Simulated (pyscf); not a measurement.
propene (H₂C=CH–CH₃) + hydrogen bromide (HBr) → H₃C–CH(CH₃)–Br (addition across a multiple bond or ene-type step; singlet surface; Br–H broken, C–H, Br–C formed). Single points on ωB97X-D3(BJ)/def2-SVP structures (PySCF, gas phase). Energies in eV from the separated reactants.

| level | barrier | reaction energy |
|---|---|---|
| ωB97X-D3(BJ)/def2-TZVP | 1.22 | -1.18 |
| PBE/def2-TZVP | 0.95 | -0.99 |
| r²SCAN/def2-TZVP | (withheld) | -1.08 |
| B3LYP-D3(BJ)/def2-TZVP | 1.08 | -0.97 |
| ωB97M-D3(BJ)/def2-TZVP | (withheld) | (withheld) |
| HF/def2-TZVP | 1.58 | -0.76 |

Task: Some entries are withheld; supply them.

Result: 
- r²SCAN/def2-TZVP, barrier: 0.96
- ωB97M-D3(BJ)/def2-TZVP, barrier: 1.25
- ωB97M-D3(BJ)/def2-TZVP, reaction energy: -1.00

The functionals in the table span 0.30 eV in this barrier, from PBE to ωB97M-D3(BJ)/def2-TZVP. On the reactant side the descent ends in a complex, 0.18 eV under the separated species and 1.40 eV under the saddle at ωB97X-D3(BJ)/def2-TZVP. One saddle was located; it need not be the lowest between these sides. Elements up to Kr have no core potential and no relativistic terms here.
